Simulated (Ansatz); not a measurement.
# Structure relaxation of Mo2As

All numbers below come from DFT PBE, scalar-relativistic, plane waves, PAW (Ansatz). Cutoff 420 eV, Γ-centred k mesh, Gaussian smearing, no spin polarisation in the final step.

Mo2As was placed on the marcasite structure type (Pnnm, No. 58), with As in place of Fe, Mo in place of S, at a guessed volume.

```
CELL_PARAMETERS angstrom
4.62093 0.00000 0.00000
0.00000 5.63980 0.00000
0.00000 0.00000 3.52074
ATOMIC_POSITIONS crystal
Mo 0.20040 0.37870 0.00000
Mo 0.79960 0.62130 0.00000
Mo 0.70040 0.12130 0.50000
Mo 0.29960 0.87870 0.50000
As 0.00000 0.00000 0.00000
As 0.50000 0.50000 0.50000
```

Steps on the 4×4×6 mesh (6 atoms). 12 of 14 steps are shown, and the free energy counts from the last. Trial steps that were taken back and renewals of the plane-wave basis can be among the rows.

| step | ΔF (meV/atom) | V (Å³/atom) | P (GPa) | largest force component (eV/Å) |
| --- | --- | --- | --- | --- |
| 1 | 358.6 | 15.29 | 43.03 | 0.179 |
| 2 | 40.1 | 17.46 | 7.86 | 0.271 |
| 3 | 19.5 | 18.06 | 1.85 | 0.311 |
| 5 | 10.7 | 18.50 | -1.09 | 0.065 |
| 6 | 9.9 | 18.44 | -0.39 | 0.038 |
| 7 | 9.2 | 18.38 | 0.30 | 0.072 |
| 8 | 5.8 | 18.19 | 1.87 | 0.300 |
| 9 | 17.4 | 18.32 | -1.13 | 0.354 |
| 10 | 6.9 | 18.50 | -1.73 | 0.306 |
| 12 | 0.2 | 18.36 | 0.19 | 0.017 |
| 13 | 0.0 | 18.37 | 0.10 | 0.014 |
| 14 | 0.0 | 18.37 | 0.10 | 0.014 |

A final relaxation ran on a 8×6×10 mesh. The relaxed crystal, Pnnm (No. 58):

```cif
data_structure
_symmetry_space_group_name_H-M 'Pnnm'
_symmetry_Int_Tables_number 58
_cell_length_a 4.4775
_cell_length_b 6.0718
_cell_length_c 4.0553
_cell_angle_alpha 90.000
_cell_angle_beta 90.000
_cell_angle_gamma 90.000
_cell_volume 110.25
loop_
_atom_site_label
_atom_site_type_symbol
_atom_site_symmetry_multiplicity
_atom_site_Wyckoff_symbol
_atom_site_fract_x
_atom_site_fract_y
_atom_site_fract_z
_atom_site_occupancy
Mo1 Mo 4 g 0.20624 0.38159 0.00000 1
As1 As 2 a 0.00000 0.00000 0.00000 1
```

- Volume per atom: 18.37 Å³
- Density: 8.04 g/cm³
- Energy over the elements: 0.48 eV/atom
- Gap on the 8×6×10 mesh: 0 eV (a metal)

Formation energies are uncorrected and refer to the elements' standard structures at the same level.

The final run used a 8×6×10 mesh on its 6-atom cell and 0.10 eV smearing. For metals, differences of a few meV/atom aren't resolved.

A structure relaxed within its symmetry needn't be a true minimum.

Cost: 3 runs of about 5.9 core-minutes in all, on Arm Neoverse V1 (shared hosts).